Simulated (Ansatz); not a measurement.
System: bcc Mo. Method: rVV10 (Ansatz, a program for electronic structure, plane waves, PAW).

Numerical settings: plane-wave cutoff 520 eV, 24×24×24 k mesh, Fermi–Dirac smearing 0.05 eV, no spin polarisation, scalar-relativistic PAW data made under PBE.

Cell (relaxed at this level):

```xyz
1
Lattice="-1.5918 1.5918 1.5918 1.5918 -1.5918 1.5918 1.5918 1.5918 -1.5918" Properties=species:S:1:pos:R:3 pbc="T T T"
Mo     0.0000     0.0000     0.0000
```

Question: Estimate the bulk modulus B0 and pressure derivative B′ of the bulk modulus that the calculation returns.

Answer: 
- bulk modulus B0: 253 GPa
- pressure derivative B′ of the bulk modulus: 4.2

The run finds no gap.

Measured, for comparison: bulk modulus 265 GPa (zero-point energy and finite temperature contributions removed, our sources range from 265 to 278; as tabulated in doi:10.1021/acs.jctc.3c00612). Computed (rounded) less measured: bulk modulus -5 % (-5 % to -9 % over the range).

Static lattice: no zero-point or thermal effects.
